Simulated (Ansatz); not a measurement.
A calculation with Ansatz (development build ahead of 0.2.0).

```yaml
crystal:
  periodic: [false, false, false]
  atoms:
    - { symbol: C, position_ang: [-0.6462, -0.179, 1.2393] }
    - { symbol: C, position_ang: [0.7594, -0.0974, 1.1829] }
    - { symbol: C, position_ang: [1.4055, 0.0816, -0.0564] }
    - { symbol: C, position_ang: [0.6462, 0.179, -1.2393] }
    - { symbol: C, position_ang: [-0.7594, 0.0974, -1.1829] }
    - { symbol: C, position_ang: [-1.4055, -0.0816, 0.0564] }
    - { symbol: H, position_ang: [-1.1487, -0.3181, 2.203] }
    - { symbol: H, position_ang: [1.3499, -0.1731, 2.1028] }
    - { symbol: H, position_ang: [2.4986, 0.145, -0.1002] }
    - { symbol: H, position_ang: [1.1487, 0.3181, -2.203] }
    - { symbol: H, position_ang: [-1.3499, 0.1731, -2.1028] }
    - { symbol: H, position_ang: [-2.4986, -0.145, 0.1002] }
basis:
  gaussian: { orbitals: STO-3G }
hamiltonian:
  xc: hf
```

The input is written out in the form of the current development build from the run's settings.

The run gave:

| Item | Value |
| --- | --- |
| Converged | yes |
| Total energy | -227.88701 hartree |
| Spin squared of the determinant | 0.000 |
